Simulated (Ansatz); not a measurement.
**Vacancy formation energy of some elemental metals**

Method: LDA (Ansatz, a quantum-chemistry and plane-wave program, PAW). References are values drawn from measurements at high temperature, some the midpoints of printed ranges; the computed ones are for finite supercells of unlike sizes.

Values in eV.

```json
[
 {"solid": "hcp Zn", "reference": "0.54", "LDA": "0.36", "deviation (eV)": "-0.18"},
 {"solid": "bcc Rb", "reference": "0.3", "LDA": "0.29", "deviation (eV)": "-0.010"},
 {"solid": "hcp Ti", "reference": "1.27", "LDA": "2.16", "deviation (eV)": "+0.89"},
 {"solid": "bcc V", "reference": "2.15¶", "LDA": "2.69", "deviation (eV)": "+0.54"},
 {"solid": "bcc Na", "reference": "0.36", "LDA": "0.38", "deviation (eV)": "+0.020"},
 {"solid": "bcc Nb", "reference": "2.65 (2.65–2.83)", "LDA": "3.00", "deviation (eV)": "+0.35"},
 {"solid": "bcc Li", "reference": "0.4", "LDA": "0.54", "deviation (eV)": "+0.14"},
 {"solid": "fcc Al", "reference": "0.66", "LDA": "0.74", "deviation (eV)": "+0.080"}
]
```

Over these 8 solids the mean deviation is +0.23 eV, the mean absolute deviation 0.28 eV (median 0.16 eV), and the worst case hcp Ti at +0.89 eV; the value is too high in 6 of 8 cases.

¶ marks references of a special kind: bcc V, 2.15 ± 0.05 eV (measured, midpoint of the printed range, monovacancy, our sources range from 2.07 to 2.15; as tabulated in Byggmästar et al. (2020), arXiv:2006.14365).

Brackets give the range of the sources taken for a reference, where it is wide; it can hold other temperatures.

Differences are worked out from the printed values.

Each level is taken at its own relaxed cell. Ansatz's density-functional and Hartree–Fock values are scalar-relativistic unless marked +SOC, with PAW data made under PBE.

Not in this set, of the elemental metals with a reference value in our tables and a result at some level: 8 for sources at odds; 2 for no value at LDA (not run, a failed fit, an unstable or unbound cell, or a value held back for tests); 2 for a run that failed a test (LDA); 1 for a reference that its source doubts or gives as a wide range; 1 for a run that ended without the magnetic order (LDA). These can be a level's best or worst cases. Solids without a released value at any level aren't counted. Layered and molecular crystals are counted apart. The metals Ce to Yb are counted apart.

References as tabulated in Riffe and Christensen (2024), arXiv:2406.09527; Garrity and Choudhary (2023), arXiv:2112.11585; Hashimoto et al. (1984), doi:10.1088/0305-4608/14/10/004; Byggmästar et al. (2020), arXiv:2006.14365 and others.
